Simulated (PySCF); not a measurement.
# C2H5S: the cost of one run

Programs: PySCF 2.14.0, with density-fitted response routines of our own. Each step states its level of theory. These are calculated values for one molecule in the gas phase, unless marked as measured. Atoms count from 0, in the outputs and in this text.

## (1) The molecule as given

8 atoms, charge -1, multiplicity 1; geometry from: GFN2-xTB. The atoms were then displaced at random by about 0.03 Å, so the start is not that level's minimum.

Bonds of the start (Å): C0–C1 1.59, C1–S2 1.84, C0–H3 1.11, C0–H4 1.02, C0–H5 1.16, C1–H6 1.09, C1–H7 1.09.

## (2) Relaxing the molecule at PBE0-D3(BJ)/def2-SVP

What the job is given:

```
{"job": {"xc": "PBE0", "basis": "def2-SVP", "d3": "d3bj", "grid": 1, "shake": 0.03, "kind": "geom"}, "charge": -1, "multiplicity": 1}
C      0.849200     0.073330     0.053730
C     -0.688640    -0.283680    -0.094640
S     -1.871860     1.076020     0.258530
H      1.082920     0.502290     1.045560
H      1.459310    -0.699610    -0.219520
H      0.986020     0.988520    -0.647500
H     -0.844210    -1.113480     0.598570
H     -0.816400    -0.610220    -1.127560
```

Command:

```console
$ OMP_NUM_THREADS=1 python probes_run.py task.json out
```

One launch serves the whole session: the jobs run in the order shown.

Q: Estimate the wall time and peak memory of this first job on 1 thread of Arm Neoverse V1, shared host.

About 6.1 s, with a peak of 0.3 GiB.
